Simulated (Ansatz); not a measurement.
## Body-centred tetragonal In

All values below come from PBE-D3(BJ) in Ansatz (plane waves, PAW).

Numerical settings: plane-wave cutoff 500 eV, 32×32×32 k mesh, Fermi–Dirac smearing 0.1 eV, scalar-relativistic PAW data made under PBE.

Cell (relaxed at this level):

```
CELL_PARAMETERS angstrom
     -1.63186     1.63186     2.44679
      1.63186    -1.63186     2.44679
      1.63186     1.63186    -2.44679
ATOMIC_POSITIONS crystal
  In 0.00000 0.00000 0.00000
```

```json
{
 "volume_per_atom": "26.06 Å³/atom",
 "equilibrium_lattice_constant_a": "3.264 Å",
 "c axis length": "4.894 Å"
}
```

Measured, for comparison: lattice constant a 3.252 Å, lattice parameter c 4.947 Å (293 K, not corrected to a static lattice; as tabulated in Wikipedia's data pages). Computed (rounded) less measured: lattice constant a +0.4 %, lattice parameter c -1.1 %. A static lattice is as a rule a little smaller and stiffer than an uncorrected measurement, which narrows the difference in the lattice parameter c and would widen misses of the other sign.

Spin–orbit coupling is not included.

Cost on a shared machine: very roughly 6 core-minutes.

Ansatz is a first-principles code.
